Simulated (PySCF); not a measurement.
The numbers are results of PySCF 2.14.0 with B3LYP-D3(BJ)/def2-TZVP // PBE0-D4/def2-TZVP, not measurements. Isolated molecules, 0 K electronic values unless said otherwise. One relaxed conformer stands for a flexible species; it need not be the lowest. B3LYP has the VWN-RPA correlation part, as in Gaussian. 

Reference species (SMILES): `[CH2]C` (neutral, multiplicity 2).

- highest occupied spin orbital = -5.61 eV

Changed species: `O([CH2])C` (radical fragment; the reference has radical fragment).

Task: What does the change do to the highest occupied spin orbital?

Result: the highest occupied spin orbital rises by 0.81 eV, to -4.80 eV.
